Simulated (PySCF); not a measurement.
**Dipole moment and polarisability of C2H3P**

Compound: C₂H₃P.
Geometry (GFN2-xTB, Å), atoms numbered from 1 in this order:
```
atom  x, y, z in Å
C1    -0.5483   -0.0044    0.0028
C2     0.8920    0.0081   -0.0140
P3     2.4434    0.0220   -0.0320
H4    -0.9334   -0.5423   -0.8658
H5    -0.9132   -0.4968    0.9064
H6    -0.9374    1.0155   -0.0190
```

The species is `CC#P` (C2H3P).

Level: CAM-B3LYP/def2-SVPD (PySCF), static field, nuclei fixed, core orbitals frozen in the response. The polarisability tensor in these axes (au):

```
x   70.66  0.30 -0.39
y    0.30 37.50  0.00
z   -0.39  0.00 37.50
```

Task: What are the eigenvalues, a third of the trace, and Δα (Δα² = ½Σ(αi − αj)² over the three pairs)?

Result: Principal values 37.50, 37.50 and 70.67 au; mean 48.56 au = 7.20 Å³ = 8.01 × 10⁻⁴⁰ C²·m²/J; Δα = 33.17 au (68 % of the mean).

Task: What is the dipole moment, and where does it point?

Result: (-1.52, -0.01, 0.02) D, 1.52 D in size, pointing from the negative to the positive side. Measured along this direction, the outermost atoms are P3 at the negative end and H6, H4 and H5 at the positive end.

Task: Refractivity n − 1 of an ideal gas of it at 298.15 K and 1 atm, from the electronic α?

Result: N = p/kT = 2.4615 × 10¹⁹ cm⁻³, so n − 1 = 2π × N × 7.20 × 10⁻²⁴ cm³ = 1113 × 10⁻⁶ at long wavelengths.

Task: In TDDFT the mean static polarisability is Σ f/ω² over all singlet excitations (ω in hartree). How much of it do the 8 lowest give? Their energies (eV) and oscillator strengths: 4.27, 0.0000; 4.63, 0.0003; 4.63, 0.0003; 6.92, 0.0239; 6.92, 0.0239; 7.51, 0.0281; 7.51, 0.0281; 7.62, 0.8963.

Result: They add up to 12.91 au, 26.6 % of the 48.56 au; the largest single term is 11.42 au, from the state at 7.62 eV. Terms in order: 0.00, 0.01, 0.01, 0.37, 0.37, 0.37, 0.37, 11.42 au. Higher excitations give the rest. The strengths listed sum to 1.001.

Task: How large is μ²/3kT at 500 K beside α?

Result: In Gaussian units μ²/3kT = 11.16 Å³ against 7.20 Å³, a ratio of 1.55; the Debye molar polarisation (4π/3)N_A(α + μ²/3kT) is 46.3 cm³/mol, leaving out the vibrational part.

Geometry: GFN2-xTB; no solvent, vibrations or thermal averaging.
